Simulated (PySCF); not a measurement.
## Al₂F⁺, singlet: structure and spectrum

Method: PySCF, PBE0, basis F def2-TZVP, Al def2-TZVP (no relativity, density fitting).

The structure is a minimum.

Z-matrix (Å, degrees; charge 1 multiplicity 1):
```
F
Al 1 1.8868
Al 1 1.8868 2 180.00
```

```json
{
 "Point group": "D∞h",
 "Bond lengths": "F–Al 1.887 Å (×2)",
 "Bond angles": "Al–F–Al 180.0°",
 "Highest occupied level": "-12.15 eV",
 "Enthalpy at 298.15 K above 0 K": "14.36 kJ/mol",
 "Lowest empty level": "-6.24 eV",
 "Rotational constants": "0.08775 cm⁻¹",
 "Principal quadrupole moments (Buckingham, traceless) about the centre of mass": "-7.31, -7.31, 14.62 D Å",
 "Rotational symmetry number": "2",
 "Zero-point energy": "5.5 kJ/mol",
 "Heat capacity Cp at 298.15 K": "58.4 J/(mol K)",
 "Principal polarisabilities": "60.6, 60.6, 72.7 bohr³",
 "Dipole moment about the centre of mass": "0.00 D",
 "Entropy at 298.15 K and 1 bar": "267.4 J/(mol K)"
}
```

Harmonic modes (masses in u: F 18.998, Al 26.982):
```tsv
symmetry	ω (cm⁻¹)	IR (km/mol, summed over degenerate members)	μ (u)
πu	104	7.8	20.58
σg+	312	0.0	26.98
σu+	406	559	20.58
```

In D∞h the vibrations span πu + σg+ + σu+. The σg+ mode carries no infrared intensity, as symmetry demands. With a centre of inversion only u modes can be infrared active and only g modes Raman active.

Charges (e):
```
 atom  Mulliken  Löwdin  polar tensor  Mayer order to F1
   F1     -0.28    0.04         -0.84                  –
Al2,3      0.64    0.48          0.92               0.53
```

Mulliken populations on F1: s 3.89, p 5.39, d 0.00, f 0.00.

This need not be the most stable arrangement of these atoms.

The final relaxation and frequency run took roughly 18 core-seconds on a shared host.
